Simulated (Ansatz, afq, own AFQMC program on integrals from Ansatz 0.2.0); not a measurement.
# Atomization energy of WSiH₂, septet

```xyz
4

W     0.0000    0.0000    0.3619
Si    0.0000    0.0000   -2.1531
H     0.0000   -1.2230   -3.0031
H     0.0000    1.2230   -3.0031
```

Connectivity, by distances: W–SiH2.

Atoms in their ground-state spins without spin–orbit coupling (mostly on UHF) minus the molecule (UHF), without zero-point energy. The geometry is a stationary point, not shown to be a minimum.

Basis def2-SVP with its core potentials. Only valence electrons are correlated. AFQMC by an in-house program on the Cholesky factors that Ansatz 0.2.0 writes for its CCSD(T) run. The CISD trial takes its coefficients from CCSD amplitudes. Released means that phaseless walkers are propagated on without the constraint, phases kept. Error bars are statistical, one sigma. No spin–orbit coupling. The metal's outer-core s and p shells are frozen, which shifts wave-function levels against functionals. The errors of all members are added in quadrature.

No full CI on the walks' own integrals is used here; CCSDT(Q) serves as the reference and is uncertain by about the last step of the cluster series. Each member takes its own surest rung, up to full CI.

The best estimate is CCSD(T) at the basis-set limit (CBS: def2-TZVPP and def2-QZVPP, with their diffuse functions for anions and beside diffuse sets, CCSD(T) itself extrapolated) plus the step from CCSD(T) to CCSDT(Q) in def2-SVP. Rows without CBS are in def2-SVP, the functionals in def2-TZVP; B2PLYP and the wave-function rows carry a basis error of their own. Core correlation and relativity beyond core potentials are missing, and ± holds the sampling alone.

Cautions: no spin-orbit coupling; outer-core shells of the metal frozen; WSiH₂ (septet): another spin lies lower, its ph-AFQMC/CISD value lies 21 ± 3 meV above CCSDT(Q).

Best estimate: 799.7 kJ/mol.

```csv
level,atomization energy (kJ/mol),error against the best estimate (kJ/mol)
HF,523.0,-276.7
MP2,687.0,-112.7
CCSD,700.2,-99.5
CCSD(T),711.0,-88.7
CCSDT,712.9,-86.7
CCSDT(Q),713.7,-86.0
ph-AFQMC/CISD,712.3 ± 0.3,-87.4 ± 0.3
released AFQMC,713.6 ± 0.4,-86.1 ± 0.4
HF/CBS,550.7,-249.0
MP2/CBS,772.2,-27.5
CCSD(T)/CBS,796.9,-2.7
PBE,788.3,-11.4
r2SCAN,791.0,-8.7
PBE0,778.2,-21.5
B3LYP,790.8,-8.9
wB97M-V,788.3,-11.3
B2PLYP,778.7,-21.0
```

Correlation beyond CCSD(T) adds 2.7 kJ/mol. Going to the basis-set limit adds 86.0 kJ/mol at CCSD(T). The perturbative (T) step is worth +10.7 kJ/mol.

Best estimates are given only where the step beyond CCSD(T) is under 0.3 eV and no member's determinant is very poor (T1 over 0.05, or 0.07 for open shells, ⟨S²⟩ too high by 0.3, two states mixed), so the hardest cases are missing from such tables.

The functionals ran in a triple-zeta set and keep a basis error of their own, a few kJ/mol for each bond in atomization energies and more for double hybrids, so close places among them and the extrapolated levels can swap.

CCSDT and higher add their correlation energy to the determinant of the CCSD(T) run, since their own runs factorise the integrals more tightly (a shift of under 2 meV). Each member of a difference takes its own highest rung, so a best estimate needn't equal the limit plus the step of one row. A walk keeps the symmetry of its determinant, which the program's search chose and which needn't be the lowest solution, so a lower state of the same spin and another symmetry isn't excluded. Released energies are given only where the last usable release times agree within the noise; a slower fall can still hide under it. The exponents were fitted on light atoms, and def2 sets of heavy atoms don't grow evenly, so the limit is rough here.
